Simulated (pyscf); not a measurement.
## Four-centre exchange: H₂S (SMILES S) + GeH₂ (SMILES [GeH2]) [singlet] → HS–GeH: (SMILES [SH][GeH]) [singlet] + H₂ (SMILES [H][H])

Gas phase, singlet surface, charge 0. Bonds broken: S1–H2, Ge4–H6. Bonds formed: S1–Ge4, H2–H6. Structures and frequencies: ωB97X-D3(BJ)/def2-SVP in PySCF.

Transition state (Å):

```xyz
6

S      1.0893     1.3251    -0.2483
H      0.1312     0.4062     0.7529
H      0.1199     2.2192    -0.5273
Ge    -0.2884    -0.6672    -0.7671
H      0.9665    -1.5248    -0.3210
H     -0.5670    -0.3785     0.9293
```

One imaginary mode, 1228i cm⁻¹; descent along it reached the two sides named, in the forms told below.

```csv
bond,change,reactant side (Å),saddle,product side
S1–H2,breaks,1.347,1.663,3.5
Ge4–H6,breaks,1.593,1.743,2.8
S1–Ge4,forms,2.588,2.477,2.213
H2–H6,forms,2.9,1.065,0.763
```

Electronic energies relative to the separated reactants (kJ/mol):

```tsv
level	barrier	reaction energy	reverse barrier
ωB97X-D3(BJ)/def2-TZVP	-13.3	-114.7	101.4
PBE/def2-TZVP	-43.5	-115.7	72.2
r²SCAN/def2-TZVP	-39.4	-117.7	78.4
B3LYP-D3(BJ)/def2-TZVP	-14.3	-109.5	95.1
PBE0-D3(BJ)/def2-TZVP	-32.1	-109.6	77.5
M06-2X/def2-TZVP	-5.4	-110.8	105.4
ωB97M-D3(BJ)/def2-TZVP	0.0	-97.5	97.6
HF/def2-TZVP	81.7	-74.0	155.7
```

With ωB97M-D3(BJ)/def2-TZVP energies and thermal terms (ideal gas, 1 atm, RRHO with modes under 100 cm⁻¹ raised to 100, one conformer, R ln 2 for chiral ones without a mode under 150 cm⁻¹), in kJ/mol:

```
T (K)  ΔH‡    ΔG‡     ΔH     ΔG
-----  ---  -----  -----  -----
298    1.3   43.1  -97.4  -89.6
600    0.8   85.9  -93.8  -83.0
900    3.1  128.0  -90.9  -78.2
1200   6.0  169.2  -89.0  -74.3
```

On the reactant side the descent ends in an adduct with a Ge–S contact, 77.7 kJ/mol under the separated species and 64.4 kJ/mol under the saddle at ωB97X-D3(BJ)/def2-TZVP. At ωB97X-D3(BJ)/def2-TZVP, PBE, r²SCAN, B3LYP-D3(BJ), PBE0-D3(BJ), M06-2X the saddle lies under the separated reactants, which points to a path from their complex (located at ωB97X-D3(BJ) alone). What is counted as formed (Ge–S) is already present as a longer contact in the reactant adduct; forming that adduct is a step of its own. One saddle was located; it need not be the lowest between these sides. Elements up to Kr have no core potential and no relativistic terms here.
